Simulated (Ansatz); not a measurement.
# C3H4, SMILES C1=CC1: a relaxed scan of one distance

Program: Ansatz's Python interface.

Input file `c3h4.xyz`:
```text
7

C    -0.70130   -0.30530   -0.32350
C     0.23180    0.54360   -0.60500
C     0.28840   -0.20130    0.59720
H    -1.61270   -0.66770   -0.61100
H     0.68170    1.25230   -1.27090
H     0.13850    0.34310    1.53180
H     1.03490   -1.03270    0.63570
```

Typed at the interpreter:
```pycon
>>> import ansatz as az
>>> import numpy as np
>>> BASIS = "def2-SVP"
>>> FUNCTIONAL = "pbe0"
>>> molecule = az.Crystal.molecule_from_extxyz("c3h4.xyz")
>>> setup = molecule.calculation()
>>> setup = setup.basis(gaussian=BASIS)
>>> setup = setup.functional(FUNCTIONAL)
>>> setup = setup.accuracy("medium")
>>> symbols = [site.symbol for site in molecule.cartesian_sites]
>>> pairs = [(0, 1), (0, 2), (0, 3), (1, 2), (1, 4), (2, 5)]
>>> print("held (A)   E (eV)        ", "  ".join(f"{symbols[i]}{i}-{symbols[j]}{j}" for i, j in pairs))
held (A)   E (eV)         C0-C1  C0-C2  C0-H3  C1-C2  C1-H4  C2-H5
>>> for length in [1.03, 1.12, 1.21, 1.34, 1.51]:
...     summary = setup.relax(constraints=[az.DistanceConstraint((2, 6), at=length)], force_tolerance=0.02, max_steps=60).run().report
...     xyz = np.array(summary["positions_ang"])
...     print(f"{length:6.2f} {summary['free_energy_ev']:14.5f}  ", "  ".join(f"{np.linalg.norm(xyz[i] - xyz[j]):.3f}" for i, j in pairs))
...
DeckWarning: relax.constraints: the input's atoms, or those drawn, lie off the distances that are held; a relaxation that starts there is brought onto them ahead of its first SCF, by positions alone, an atom by 4.40e-2 Å at the most. With the symmetry detection on, the symmetry is detected on the input's atoms as so [...]
  1.03    -3167.10652   1.296  1.503  1.087  1.503  1.087  1.102
  1.12    -3167.19955   1.297  1.499  1.087  1.499  1.087  1.102
  1.21    -3167.05074   1.298  1.495  1.087  1.495  1.087  1.102
  1.34    -3166.61408   1.300  1.487  1.087  1.487  1.087  1.101
  1.51    -3165.89981   1.303  1.475  1.087  1.475  1.087  1.099
```

These settings explore the input space; basis and method may be short of convergence. Warnings are shown shortened and without file and line. The energies are electronic: no zero-point or thermal terms, and the basis set is short of its limit. Wall time of the script: 36 s on 1 thread of Intel(R) Xeon(R) 6975P-C (Granite Rapids), with other jobs on the host, peak memory 0.19 GiB.
